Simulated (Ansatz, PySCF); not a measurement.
SiF₄, SMILES F[Si](F)(F)F. Atoms are numbered in the order given.

```xyz
5

F      0.9182     0.9182     0.9182
Si     0.0000     0.0000     0.0000
F     -0.9182     0.9182    -0.9182
F     -0.9182    -0.9182     0.9182
F      0.9182    -0.9182    -0.9182
```

Geometry optimised at ωB97X-D3(BJ)/def2-SVP. The isomer is the one that the SMILES or the coordinates give; other isomers of the formula were not compared.

Two levels are set side by side: PBE-D3(BJ)/def2-SVP (Ansatz, a quantum-chemistry and plane-wave program) and ωB97X-D3(BJ)/def2-SVP (PySCF). Each level has its own optimised geometry; the coordinates shown are those of the second. Frequencies come from the Hessian of PySCF at each geometry. Differences are taken from unrounded values.

| quantity | ωB97X-D3(BJ) | PBE-D3(BJ) | PBE-D3(BJ) minus ωB97X-D3(BJ) |
|---|---|---|---|
| mean bond length (Å) | 1.590 | 1.603 | 0.012 |
| bond F1–Si2 (Å) | 1.590 | 1.603 | 0.012 |
| bond Si2–F3 (Å) | 1.590 | 1.603 | 0.012 |
| bond Si2–F4 (Å) | 1.590 | 1.603 | 0.012 |
| bond Si2–F5 (Å) | 1.590 | 1.603 | 0.012 |
| highest harmonic wavenumber (cm⁻¹) | 1037 | 1001 | -36 |
| mean harmonic wavenumber (cm⁻¹) | 613 | 589 | -24 |
| zero-point energy (kcal/mol) | 7.88 | 7.57 | -0.31 |

GGA bonds tend to be longer and softer than those of functionals with exact exchange. Differences between two approximate levels are no errors against the true value.
